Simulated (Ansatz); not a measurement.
Saddle point of SiNH6F, closed shell (SiNH₅ ([NH2][SiH3]) + HF → SiH₃F ([F][SiH3]) + NH₃; bonds formed: Si1–F7, N2–H6; bonds broken: Si1–N2, H6–F7), PBE0-D4/def2-TZVP structure:

```xyz
9
angstrom
Si -0.5898 0.5502 -0.3004
N 0.3529 -0.8782 0.4188
H -0.3933 0.6894 -1.7559
H -1.9827 -0.0158 -0.1972
H -0.6358 1.7166 0.6019
H 1.2794 -0.1960 0.2161
F 1.5174 0.9483 -0.2571
H 0.1493 -1.0783 1.3902
H 0.3026 -1.7361 -0.1165
```

Energies are electronic, without zero-point energy. Barriers and step energies count from the start structure reached by relaxing down the imaginary mode; all methods use the PBE0-D4 structures, on which another method's saddle can fall below an end. Ansatz 0.2.0; basis: def2-TZVPP, with def2-QZVPP for the basis limit; cores frozen in the correlated methods. B3LYP uses VWN-RPA correlation. Extrapolation: Hartree–Fock as exp(−7.88 √X), correlation as X^−2.97.

```tsv
method	barrier (eV)	step energy (eV)
SPW92	0.350	-0.410
PBE-D4	0.568	-0.502
BLYP-D4	?	-0.578
r2SCAN-D4	0.618	-0.606
B97M-V	0.711	-0.720
PBE0-D4	0.678	-0.526
B3LYP-D4	0.740	-0.594
r2SCAN0-D4	0.702	-0.601
BHLYP-D4	0.842	-0.650
CAM-B3LYP-D4	?	-0.602
wB97X-V	0.701	-0.614
wB97M-V	0.678	-0.637
B2PLYP	0.760	-0.608
PBE-QIDH	0.742	-0.561
RPA on PBE	0.772	-0.631
HF	1.150	-0.765
MP2	?	-0.580
CCSD	0.853	-0.627
CCSD(T)	0.792	-0.604
```

Q: Fill in the withheld barriers. (Judge from chemistry; the value comes from the calculation.)

A: By the calculation: MP2 0.763; BLYP-D4 0.671; CAM-B3LYP-D4 0.712 eV. Each is the energy of the saddle less that of the start structure, by the same method.

For comparison, the barrier by CCSD(T) at an estimated basis limit (MP2 extrapolated from triple and quadruple zeta, plus CCSD(T) − MP2 in triple zeta) is 0.782 eV.

T1 diagnostic: at most 0.012.

Steps of this kind, hydrogen fluoride cutting a network bond, underlie vapour etching and the fluorination step of atomic layer etching.

Labels in which every atom is bracketed show which atoms are joined, not bond orders.

For scale, one of the runs: CCSD(T)/def2-TZVPP, 188 basis functions (an equivalent command: `ansatz run in.yaml --threads 2`). Hardware: 2 CPU threads, shared host. Wall time 45 s; peak host memory 2 GiB.
